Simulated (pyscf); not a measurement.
`[OH][SiH3]` + `[NH3]` -> `[OH][SiH3]` + `[NH3]` (four-centre exchange; singlet surface; H–O, H–N broken, H–O, H–N formed). PySCF, gas phase, ωB97X-D3(BJ)/def2-SVP geometries. MP2 and CC: frozen core, UHF for open shells. ΔMP2 is the change of the MP2 total energy from the triple- to the quadruple-zeta basis. Energies in eV from the separated reactants.

| level | barrier | reaction energy |
|---|---|---|
| ωB97X-D3(BJ)/def2-TZVP | 1.20 | 0.00 |
| B3LYP-D3(BJ)/def2-TZVP | 1.11 | 0.00 |
| PBE0-D3(BJ)/def2-TZVP | 1.07 | 0.00 |
| M06-2X/def2-TZVP | 1.23 | 0.00 |
| HF/def2-TZVP | 1.72 | 0.00 |
| MP2/def2-QZVPP | [?] | 0.00 |
| CCSD(T)/def2-TZVPP + ΔMP2(QZVPP) | [?] | 0.00 |

### Question
Complete the blanks.

### Answer

- MP2/def2-QZVPP, barrier: 1.16
- CCSD(T)/def2-TZVPP + ΔMP2(QZVPP), barrier: 1.25

Of the functionals in the table, M06-2X is closest to CCSD(T)/def2-TZVPP + ΔMP2(QZVPP) in the barrier (0.01 eV apart) and PBE0-D3(BJ) least close (0.18 eV); that level has limits of its own. On the reactant side the descent ends in a bound adduct, 0.42 eV under the separated species and 1.62 eV under the saddle at ωB97X-D3(BJ)/def2-TZVP. On the product side the descent ends in a bound adduct, 0.42 eV under the separated species and 1.62 eV under the saddle at ωB97X-D3(BJ)/def2-TZVP. This is the saddle that the search found; another between the same sides may lie lower. The CCSD(T) − MP2 part came from Ansatz, without density fitting, on the same reference.
